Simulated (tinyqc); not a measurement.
Inside a calculation (part 1 of 3). Method: UKS/B3LYP (VWN-RPA form) in the sto-6g basis, for LiH+, spin multiplicity 2. Computed by tinyqc, a small Python program that keeps every step (integrals from PySCF). Settings: charge = 1, multiplicity = 2, basis = sto-6g, energy threshold = 1e-08, iteration cap = 84, orthogonalisation = symmetric, start = core, DIIS depth = 8, damping = 0.7, method = UKS, functional = b3lyp, grid = [30, 26]. Command: `OMP_NUM_THREADS=1 python tinyqc.py 24871 24872 out.jsonl` (the two numbers bound the seeds that draw the settings). One thread of a shared host (Intel(R) Xeon(R) Processor @ 2.60GHz), about 3 s of CPU time with the checks. Later iterations appear only in the table of the cycle.

## One-electron integrals

Geometry (angstrom):
```
atom         x         y         z
Li    0.000000  0.000000  0.000000
H     0.000000  0.000000  2.479000
```

Basis sto-6g: exponents (1/bohr^2) and contraction coefficients of normalised primitives:
```
element  l (shell)    exponent  coefficient
Li           s (1)  167.175846     0.009164
Li           s (1)   30.651508     0.049361
Li           s (1)    8.575187     0.168538
Li           s (1)    2.945808     0.370563
Li           s (1)    1.143944     0.416492
Li           s (1)    0.471139     0.130334
Li           s (2)    6.597564    -0.013253
Li           s (2)    1.305830    -0.046992
Li           s (2)    0.405851    -0.033785
Li           s (2)    0.156146     0.250242
Li           s (2)    0.067814     0.595117
Li           s (2)    0.031084     0.240706
Li           p (3)    6.597564     0.003760
Li           p (3)    1.305830     0.037679
Li           p (3)    0.405851     0.173897
Li           p (3)    0.156146     0.418036
Li           p (3)    0.067814     0.425860
Li           p (3)    0.031084     0.101708
H            s (1)   35.523221     0.009164
H            s (1)    6.513144     0.049361
H            s (1)    1.822143     0.168538
H            s (1)    0.625955     0.370563
H            s (1)    0.243077     0.416492
H            s (1)    0.100112     0.130334
```

Overlap, kinetic and nuclear-attraction integrals over the contracted functions; the nuclear repulsion is the sum of Za Zb / Rab.

nuclear repulsion = 0.64039195 hartree

overlap S, order 1Li 1s, 1Li 2s, 1Li 2px, 1Li 2py, 1Li 2pz, 2H 1s:
```
[[1.000000, 0.235742, 0.000000, 0.000000, 0.000000, 0.009799],
 [0.235742, 1.000000, 0.000000, 0.000000, 0.000000, 0.204002],
 [0.000000, 0.000000, 1.000000, 0.000000, 0.000000, 0.000000],
 [0.000000, 0.000000, 0.000000, 1.000000, 0.000000, 0.000000],
 [0.000000, 0.000000, 0.000000, 0.000000, 1.000000, 0.301692],
 [0.009799, 0.204002, 0.000000, 0.000000, 0.301692, 1.000000]]
```

kinetic energy T (hartree), order 1Li 1s, 1Li 2s, 1Li 2px, 1Li 2py, 1Li 2pz, 2H 1s:
```
[[3.616742, -0.110723, 0.000000, 0.000000, 0.000000, -0.004432],
 [-0.110723, 0.106524, 0.000000, 0.000000, 0.000000, 0.004701],
 [0.000000, 0.000000, 0.320007, 0.000000, 0.000000, 0.000000],
 [0.000000, 0.000000, 0.000000, 0.320007, 0.000000, 0.000000],
 [0.000000, 0.000000, 0.000000, 0.000000, 0.320007, 0.027956],
 [-0.004432, 0.004701, 0.000000, 0.000000, 0.027956, 0.768522]]
```

nuclear attraction V (hartree), order 1Li 1s, 1Li 2s, 1Li 2px, 1Li 2py, 1Li 2pz, 2H 1s:
```
[[-8.280608, -0.878684, 0.000000, 0.000000, -0.007092, -0.037355],
 [-0.878684, -1.408976, 0.000000, 0.000000, -0.074051, -0.296349],
 [0.000000, 0.000000, -1.391226, 0.000000, 0.000000, 0.000000],
 [0.000000, 0.000000, 0.000000, -1.391226, 0.000000, 0.000000],
 [-0.007092, -0.074051, 0.000000, 0.000000, -1.444321, -0.443029],
 [-0.037355, -0.296349, 0.000000, 0.000000, -0.443029, -1.879913]]
```

core Hamiltonian H = T + V (hartree), order 1Li 1s, 1Li 2s, 1Li 2px, 1Li 2py, 1Li 2pz, 2H 1s:
```
[[-4.663866, -0.989407, 0.000000, 0.000000, -0.007092, -0.041786],
 [-0.989407, -1.302453, 0.000000, 0.000000, -0.074051, -0.291648],
 [0.000000, 0.000000, -1.071219, 0.000000, 0.000000, 0.000000],
 [0.000000, 0.000000, 0.000000, -1.071219, 0.000000, 0.000000],
 [-0.007092, -0.074051, 0.000000, 0.000000, -1.124314, -0.415073],
 [-0.041786, -0.291648, 0.000000, 0.000000, -0.415073, -1.111391]]
```

## Two-electron integrals

Functions are numbered as in S; the eight-fold symmetry (ij|kl) = (ji|kl) = (kl|ij) leaves the list below.

Two-electron integrals (ij|kl) in chemists' order, unique and non-zero (hartree):
```
(11|11) 1.681247   (21|11) 0.242603   (21|21) 0.044507   (22|11) 0.397190
(22|21) 0.090279   (22|22) 0.290625   (31|31) 0.009437   (32|31) 0.014261
(32|32) 0.064236   (33|11) 0.397190   (33|21) 0.090279   (33|22) 0.290625
(33|33) 0.313125   (41|41) 0.009437   (42|41) 0.014261   (42|42) 0.064236
(43|43) 0.016875   (44|11) 0.397190   (44|21) 0.090279   (44|22) 0.290625
(44|33) 0.279374   (44|44) 0.313125   (51|51) 0.009437   (52|51) 0.014261
(52|52) 0.064236   (53|53) 0.016875   (54|54) 0.016875   (55|11) 0.397190
(55|21) 0.090279   (55|22) 0.290625   (55|33) 0.279374   (55|44) 0.279374
(55|55) 0.313125   (61|11) 0.009704   (61|21) 0.001762   (61|22) 0.003683
(61|33) 0.003629   (61|44) 0.003629   (61|51) 0.000237   (61|52) 0.000510
(61|55) 0.003791   (61|61) 0.000078   (62|11) 0.055235   (62|21) 0.012894
(62|22) 0.048678   (62|33) 0.045837   (62|44) 0.045837   (62|51) 0.001969
(62|52) 0.015181   (62|55) 0.054359   (62|61) 0.000637   (62|62) 0.018221
(63|31) 0.000673   (63|32) 0.003904   (63|53) 0.001811   (63|63) 0.000792
(64|41) 0.000673   (64|42) 0.003904   (64|54) 0.001811   (64|64) 0.000792
(65|11) 0.077773   (65|21) 0.018245   (65|22) 0.070399   (65|33) 0.065667
(65|44) 0.065667   (65|51) 0.003075   (65|52) 0.023772   (65|55) 0.079862
(65|61) 0.000920   (65|62) 0.028206   (65|65) 0.043858   (66|11) 0.213444
(66|21) 0.050307   (66|22) 0.206899   (66|33) 0.191060   (66|44) 0.191060
(66|51) 0.007071   (66|52) 0.070639   (66|55) 0.238579   (66|61) 0.002505
(66|62) 0.105937   (66|65) 0.167788   (66|66) 0.774999
```

## Orthogonalisation

S = U s U^T; symmetric (Loewdin) form X = U s^(-1/2) U^T, so that X^T S X = 1.

eigenvalues of S: [0.609120, 0.815939, 1.000000, 1.000000, 1.176417, 1.398525]

X, order 1Li 1s, 1Li 2s, 1Li 2px, 1Li 2py, 1Li 2pz, 2H 1s:
```
[[1.022191, -0.124976, 0.000000, 0.000000, -0.004026, 0.015320],
 [-0.124976, 1.040215, 0.000000, 0.000000, 0.026463, -0.114693],
 [0.000000, 0.000000, 1.000000, 0.000000, 0.000000, 0.000000],
 [0.000000, 0.000000, 0.000000, 1.000000, 0.000000, 0.000000],
 [-0.004026, 0.026463, 0.000000, 0.000000, 1.037880, -0.164963],
 [0.015320, -0.114693, 0.000000, 0.000000, -0.164963, 1.055643]]
```

## Starting guess

The start is the orbitals of the core Hamiltonian; D(s) = C_occ C_occ^T for each spin.

D(alpha) at the start, order 1Li 1s, 1Li 2s, 1Li 2px, 1Li 2py, 1Li 2pz, 2H 1s:
```
[[1.033435, -0.122132, 0.000000, 0.000000, -0.072932, -0.041146],
 [-0.122132, 0.418544, 0.000000, 0.000000, 0.346548, 0.221234],
 [0.000000, 0.000000, 0.000000, 0.000000, 0.000000, 0.000000],
 [0.000000, 0.000000, 0.000000, 0.000000, 0.000000, 0.000000],
 [-0.072932, 0.346548, 0.000000, 0.000000, 0.287732, 0.183839],
 [-0.041146, 0.221234, 0.000000, 0.000000, 0.183839, 0.117489]]
```

D(beta) at the start, order 1Li 1s, 1Li 2s, 1Li 2px, 1Li 2py, 1Li 2pz, 2H 1s:
```
[[1.015042, -0.034516, 0.000000, 0.000000, -0.000185, 0.005335],
 [-0.034516, 0.001174, 0.000000, 0.000000, 0.000006, -0.000181],
 [0.000000, 0.000000, 0.000000, 0.000000, 0.000000, 0.000000],
 [0.000000, 0.000000, 0.000000, 0.000000, 0.000000, 0.000000],
 [-0.000185, 0.000006, 0.000000, 0.000000, 0.000000, -0.000001],
 [0.005335, -0.000181, 0.000000, 0.000000, -0.000001, 0.000028]]
```

## Iteration 1: exchange-correlation on the grid

Becke grid with 30 radial and 26 angular points per atom, points of zero weight dropped. rho = sum D_ij phi_i phi_j; V_xc,ij = sum w v_xc phi_i phi_j plus the gradient terms; v_xc is d(rho eps)/d rho(s) for spin s at fixed gradient. Exact exchange is left to K.

The 16 grid points with the largest w rho, of 1546 (bohr, atomic units):
```
x                  y          z         w  rho(alpha)  rho(beta)     eps_xc  v_xc(alpha)
0.000000    0.000000   2.915464  1.851534    0.012710   1.40e-07  -0.181107    -0.239815
0.000000    0.000000   2.422958  1.513881    0.013950   3.07e-06  -0.187858    -0.245713
0.000000    0.000000  -0.443931  0.016700    0.589227   0.575151  -0.745138    -0.846800
0.000000   -0.443931   0.000000  0.016700    0.579266   0.575130  -0.743970    -0.842540
-0.443931   0.000000   0.000000  0.016700    0.579266   0.575130  -0.743970    -0.842540
0.000000    0.443931   0.000000  0.016700    0.579266   0.575130  -0.743970    -0.842540
0.443931    0.000000   0.000000  0.016700    0.579266   0.575130  -0.743970    -0.842540
0.000000    0.000000   0.443931  0.016700    0.575210   0.575116  -0.743032    -0.840967
0.000000    0.000000  -0.601666  0.037797    0.251677   0.244353  -0.593341    -0.647126
0.000000    0.000000   0.601666  0.037797    0.246273   0.244329  -0.590704    -0.643365
0.601666    0.000000   0.000000  0.037797    0.244778   0.244337  -0.591865    -0.643072
0.000000    0.601666   0.000000  0.037797    0.244778   0.244337  -0.591865    -0.643072
-0.601666   0.000000   0.000000  0.037797    0.244778   0.244337  -0.591865    -0.643072
0.000000   -0.601666   0.000000  0.037797    0.244778   0.244337  -0.591865    -0.643072
0.000000    0.000000  -0.317202  0.006771    1.160974   1.136242  -0.899228    -1.058505
0.000000    0.313907  -0.313907  0.013360    0.585702   0.575144  -0.744771    -0.845275
```

electrons on the grid, sum of w rho = 2.999738

E_xc = sum of w rho eps_xc = -1.56506572 hartree

V_xc(alpha) (hartree), order 1Li 1s, 1Li 2s, 1Li 2px, 1Li 2py, 1Li 2pz, 2H 1s:
```
[[-0.893383, -0.102771, 0.000000, 0.000000, -0.003218, -0.004459],
 [-0.102771, -0.137942, 0.000000, 0.000000, -0.044618, -0.040664],
 [0.000000, 0.000000, -0.131586, 0.000000, 0.000000, 0.000000],
 [0.000000, 0.000000, 0.000000, -0.131586, 0.000000, 0.000000],
 [-0.003218, -0.044618, 0.000000, 0.000000, -0.150635, -0.062084],
 [-0.004459, -0.040664, 0.000000, 0.000000, -0.062084, -0.269028]]
```

V_xc(beta) (hartree), order 1Li 1s, 1Li 2s, 1Li 2px, 1Li 2py, 1Li 2pz, 2H 1s:
```
[[-0.890538, -0.102711, 0.000000, 0.000000, -0.001615, -0.004254],
 [-0.102711, -0.117081, 0.000000, 0.000000, -0.017106, -0.022467],
 [0.000000, 0.000000, -0.116756, 0.000000, 0.000000, 0.000000],
 [0.000000, 0.000000, 0.000000, -0.116756, 0.000000, 0.000000],
 [-0.001615, -0.017106, 0.000000, 0.000000, -0.117619, -0.032946],
 [-0.004254, -0.022467, 0.000000, 0.000000, -0.032946, -0.116248]]
```

## Iteration 1: building the Kohn-Sham matrix

J_ij = sum D_kl (ij|kl) with D = D(alpha) + D(beta), K_ij = sum D_kl (ik|jl) for each spin; F = H + J - 0.2 K(s) + V_xc; E = tr D H + tr D J / 2 - 0.1 sum_s tr D(s) K(s) + E_xc + E_nn.

Coulomb J (hartree), order 1Li 1s, 1Li 2s, 1Li 2px, 1Li 2py, 1Li 2pz, 2H 1s:
```
[[3.726384, 0.565084, 0.000000, 0.000000, 0.011320, 0.023190],
 [0.565084, 1.062407, 0.000000, 0.000000, 0.066154, 0.186244],
 [0.000000, 0.000000, 1.054319, 0.000000, 0.000000, 0.000000],
 [0.000000, 0.000000, 0.000000, 1.054319, 0.000000, 0.000000],
 [0.011320, 0.066154, 0.000000, 0.000000, 1.078589, 0.270401],
 [0.023190, 0.186244, 0.000000, 0.000000, 0.270401, 0.824311]]
```

exchange K(alpha) (hartree), order 1Li 1s, 1Li 2s, 1Li 2px, 1Li 2py, 1Li 2pz, 2H 1s:
```
[[1.699620, 0.240510, 0.000000, 0.000000, 0.008882, 0.014913],
 [0.240510, 0.192265, 0.000000, 0.000000, 0.151130, 0.133625],
 [0.000000, 0.000000, 0.040441, 0.000000, 0.000000, 0.000000],
 [0.000000, 0.000000, 0.000000, 0.040441, 0.000000, 0.000000],
 [0.008882, 0.151130, 0.000000, 0.000000, 0.168032, 0.149025],
 [0.014913, 0.133625, 0.000000, 0.000000, 0.149025, 0.238999]]
```

exchange K(beta) (hartree), order 1Li 1s, 1Li 2s, 1Li 2px, 1Li 2py, 1Li 2pz, 2H 1s:
```
[[1.689944, 0.231413, 0.000000, 0.000000, 0.000338, 0.009013],
 [0.231413, 0.039406, 0.000000, 0.000000, 0.000076, 0.001504],
 [0.000000, 0.000000, 0.008676, 0.000000, 0.000000, 0.000000],
 [0.000000, 0.000000, 0.000000, 0.008676, 0.000000, 0.000000],
 [0.000338, 0.000076, 0.000000, 0.000000, 0.008695, 0.000201],
 [0.009013, 0.001504, 0.000000, 0.000000, 0.000201, 0.000066]]
```

F(alpha) (hartree), order 1Li 1s, 1Li 2s, 1Li 2px, 1Li 2py, 1Li 2pz, 2H 1s:
```
[[-2.170789, -0.575196, 0.000000, 0.000000, -0.000766, -0.026037],
 [-0.575196, -0.416440, 0.000000, 0.000000, -0.082742, -0.172793],
 [0.000000, 0.000000, -0.156574, 0.000000, 0.000000, 0.000000],
 [0.000000, 0.000000, 0.000000, -0.156574, 0.000000, 0.000000],
 [-0.000766, -0.082742, 0.000000, 0.000000, -0.229966, -0.236562],
 [-0.026037, -0.172793, 0.000000, 0.000000, -0.236562, -0.603908]]
```

F(beta) (hartree), order 1Li 1s, 1Li 2s, 1Li 2px, 1Li 2py, 1Li 2pz, 2H 1s:
```
[[-2.166008, -0.573317, 0.000000, 0.000000, 0.002546, -0.024653],
 [-0.573317, -0.365007, 0.000000, 0.000000, -0.025019, -0.128172],
 [0.000000, 0.000000, -0.135391, 0.000000, 0.000000, 0.000000],
 [0.000000, 0.000000, 0.000000, -0.135391, 0.000000, 0.000000],
 [0.002546, -0.025019, 0.000000, 0.000000, -0.165083, -0.177659],
 [-0.024653, -0.128172, 0.000000, 0.000000, -0.177659, -0.403342]]
```

total energy of this density = -7.60826547 hartree

This density is the starting one.

## Iteration 1: diagonalisation and new density

Diagonalise F' = X^T F X, C = X C', fill 2 alpha and 1 beta electrons from the bottom; D(s) = C_occ C_occ^T; the new density keeps 0.7 of the old one (damping). Each column has its largest component positive (the first on a tie).

F' = X^T F X (alpha) (hartree):
```
[[-2.128089, -0.289782, 0.000000, 0.000000, 0.003719, 0.013640],
 [-0.289782, -0.305696, 0.000000, 0.000000, -0.056456, -0.074636],
 [0.000000, 0.000000, -0.156574, 0.000000, 0.000000, 0.000000],
 [0.000000, 0.000000, 0.000000, -0.156574, 0.000000, 0.000000],
 [0.003719, -0.056456, 0.000000, 0.000000, -0.186417, -0.117906],
 [0.013640, -0.074636, 0.000000, 0.000000, -0.117906, -0.562946]]
```

orbital energies (alpha) (hartree): [-2.173073, -0.618817, -0.249569, -0.156574, -0.156574, -0.141690]

coefficients C (alpha), order 1Li 1s, 1Li 2s, 1Li 2px, 1Li 2py, 1Li 2pz, 2H 1s:
```
[[0.990898, -0.054251, -0.264436, 0.000000, 0.000000, 0.077433],
 [0.036235, 0.153768, 1.005112, 0.000000, 0.000000, -0.276249],
 [0.000000, 0.000000, 0.000000, 0.977049, -0.213014, 0.000000],
 [0.000000, 0.000000, 0.000000, 0.213014, 0.977049, 0.000000],
 [0.002796, 0.148629, 0.323090, 0.000000, 0.000000, 0.989262],
 [-0.003999, 0.904619, -0.475163, 0.000000, 0.000000, -0.332946]]
```

F' = X^T F X (beta) (hartree):
```
[[-2.122826, -0.294516, 0.000000, 0.000000, 0.000504, 0.013303],
 [-0.294516, -0.255582, 0.000000, 0.000000, -0.002578, -0.063142],
 [0.000000, 0.000000, -0.135391, 0.000000, 0.000000, 0.000000],
 [0.000000, 0.000000, 0.000000, -0.135391, 0.000000, 0.000000],
 [0.000504, -0.002578, 0.000000, 0.000000, -0.128446, -0.102945],
 [0.013303, -0.063142, 0.000000, 0.000000, -0.102945, -0.366109]]
```

orbital energies (beta) (hartree): [-2.168185, -0.422306, -0.196010, -0.135391, -0.135391, -0.086464]

coefficients C (beta), order 1Li 1s, 1Li 2s, 1Li 2px, 1Li 2py, 1Li 2pz, 2H 1s:
```
[[0.991249, -0.063459, -0.265781, 0.000000, 0.000000, -0.059184],
 [0.034948, 0.196874, 1.004098, 0.000000, 0.000000, 0.251652],
 [0.000000, 0.000000, 0.000000, 0.010842, 0.999941, 0.000000],
 [0.000000, 0.000000, 0.000000, 0.999941, -0.010842, 0.000000],
 [0.000215, 0.189912, -0.216521, 0.000000, 0.000000, 1.011027],
 [-0.004366, 0.870849, -0.274159, 0.000000, 0.000000, -0.566943]]
```

D(alpha) after iteration 1, order 1Li 1s, 1Li 2s, 1Li 2px, 1Li 2py, 1Li 2pz, 2H 1s:
```
[[1.018851, -0.077224, 0.000000, 0.000000, -0.052640, -0.044714],
 [-0.077224, 0.300468, 0.000000, 0.000000, 0.249470, 0.196551],
 [0.000000, 0.000000, 0.000000, 0.000000, 0.000000, 0.000000],
 [0.000000, 0.000000, 0.000000, 0.000000, 0.000000, 0.000000],
 [-0.052640, 0.249470, 0.000000, 0.000000, 0.208042, 0.169020],
 [-0.044714, 0.196551, 0.000000, 0.000000, 0.169020, 0.327748]]
```

D(beta) after iteration 1, order 1Li 1s, 1Li 2s, 1Li 2px, 1Li 2py, 1Li 2pz, 2H 1s:
```
[[1.005302, -0.013769, 0.000000, 0.000000, -0.000066, 0.002436],
 [-0.013769, 0.001188, 0.000000, 0.000000, 0.000007, -0.000173],
 [0.000000, 0.000000, 0.000000, 0.000000, 0.000000, 0.000000],
 [0.000000, 0.000000, 0.000000, 0.000000, 0.000000, 0.000000],
 [-0.000066, 0.000007, 0.000000, 0.000000, 0.000000, -0.000001],
 [0.002436, -0.000173, 0.000000, 0.000000, -0.000001, 0.000025]]
```

Within a degenerate level the vectors are fixed only up to a rotation; this is one choice.

## Iteration 2: exchange-correlation on the grid

As before.

The 16 grid points with the largest w rho, of 1546 (bohr, atomic units):
```
x                  y          z         w  rho(alpha)  rho(beta)     eps_xc  v_xc(alpha)
0.000000    0.000000   2.915464  1.851534    0.011916   1.91e-06  -0.179680    -0.232057
0.000000    0.000000  -0.443931  0.016700    0.581666   0.571385  -0.742962    -0.843552
0.443931    0.000000   0.000000  0.016700    0.574459   0.571379  -0.742114    -0.840453
0.000000    0.443931   0.000000  0.016700    0.574459   0.571379  -0.742114    -0.840453
0.000000   -0.443931   0.000000  0.016700    0.574459   0.571379  -0.742114    -0.840453
-0.443931   0.000000   0.000000  0.016700    0.574459   0.571379  -0.742114    -0.840453
0.000000    0.000000   0.443931  0.016700    0.571527   0.571375  -0.741433    -0.839312
0.000000    0.000000  -0.601666  0.037797    0.248730   0.243396  -0.591837    -0.645161
0.000000    0.000000   0.601666  0.037797    0.244829   0.243389  -0.589922    -0.642428
0.601666    0.000000   0.000000  0.037797    0.243734   0.243391  -0.590766    -0.642214
0.000000    0.601666   0.000000  0.037797    0.243734   0.243391  -0.590766    -0.642214
-0.601666   0.000000   0.000000  0.037797    0.243734   0.243391  -0.590766    -0.642214
0.000000   -0.601666   0.000000  0.037797    0.243734   0.243391  -0.590766    -0.642214
0.000000    0.000000   3.477478  0.910294    0.019684   2.66e-07  -0.224851    -0.262033
0.000000    0.000000   2.422958  1.513881    0.011212   0.000012  -0.174115    -0.230028
0.000000    0.000000  -0.317202  0.006771    1.145342   1.127239  -0.896377    -1.053998
```

electrons on the grid, sum of w rho = 2.998721

E_xc = sum of w rho eps_xc = -1.57906759 hartree

V_xc(alpha) (hartree), order 1Li 1s, 1Li 2s, 1Li 2px, 1Li 2py, 1Li 2pz, 2H 1s:
```
[[-0.890974, -0.102186, 0.000000, 0.000000, -0.002531, -0.004385],
 [-0.102186, -0.131131, 0.000000, 0.000000, -0.040495, -0.043327],
 [0.000000, 0.000000, -0.124548, 0.000000, 0.000000, 0.000000],
 [0.000000, 0.000000, 0.000000, -0.124548, 0.000000, 0.000000],
 [-0.002531, -0.040495, 0.000000, 0.000000, -0.144287, -0.067044],
 [-0.004385, -0.043327, 0.000000, 0.000000, -0.067044, -0.317637]]
```

V_xc(beta) (hartree), order 1Li 1s, 1Li 2s, 1Li 2px, 1Li 2py, 1Li 2pz, 2H 1s:
```
[[-0.888760, -0.102548, 0.000000, 0.000000, -0.001413, -0.004256],
 [-0.102548, -0.117693, 0.000000, 0.000000, -0.016397, -0.022463],
 [0.000000, 0.000000, -0.116689, 0.000000, 0.000000, 0.000000],
 [0.000000, 0.000000, 0.000000, -0.116689, 0.000000, 0.000000],
 [-0.001413, -0.016397, 0.000000, 0.000000, -0.119657, -0.033010],
 [-0.004256, -0.022463, 0.000000, 0.000000, -0.033010, -0.124396]]
```
